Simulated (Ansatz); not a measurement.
This geometry of C₃H₃FO (8 atoms, charge 0, multiplicity 1) is a first-order saddle point.

These are results of RKS PBE-D4/cc-pVDZ in Ansatz, not measurements.

```xyz
8
Properties=species:S:1:pos:R:3
O -1.098 1.355 0.758
C -0.233 0.398 0.339
C 0.991 -0.098 0.351
C -0.075 -0.886 -0.366
F -0.068 -0.906 -1.772
H -1.117 2.061 0.080
H 2.053 -0.063 0.617
H -0.453 -1.863 -0.006
```

Question: Which two structures does it join? (They come from a converged band through this point; their orientation in space is the band's.)

Answer: No bond is made or broken. The dihedral H6–O1–C2–C4 goes from 4 to -175°.

First end point:

```xyz
8
Properties=species:S:1:pos:R:3
O -0.706 1.664 0.586
C -0.077 0.513 0.305
C 1.012 -0.223 0.465
C -0.071 -0.771 -0.412
F 0.105 -0.778 -1.812
H -1.579 1.631 0.142
H 2.011 -0.387 0.874
H -0.695 -1.649 -0.149
```

Last end point:

```xyz
8
Properties=species:S:1:pos:R:3
O -1.151 1.439 0.267
C -0.289 0.420 0.161
C 0.870 -0.172 0.421
C -0.099 -0.883 -0.478
F 0.159 -0.940 -1.859
H -0.712 2.140 0.796
H 1.859 -0.196 0.885
H -0.638 -1.808 -0.192
```

Question: How far does it lie above each of them?

Answer: 0.294 eV above the first and 0.294 eV above the second. This is the barrier of this one path; another mechanism may lie lower.

Time of the run: 110 s on 1 thread of Intel(R) Xeon(R) Platinum 8259CL CPU @ 2.50GHz (Skylake/Cascade Lake) (shared host), peak memory 0.18 GiB.
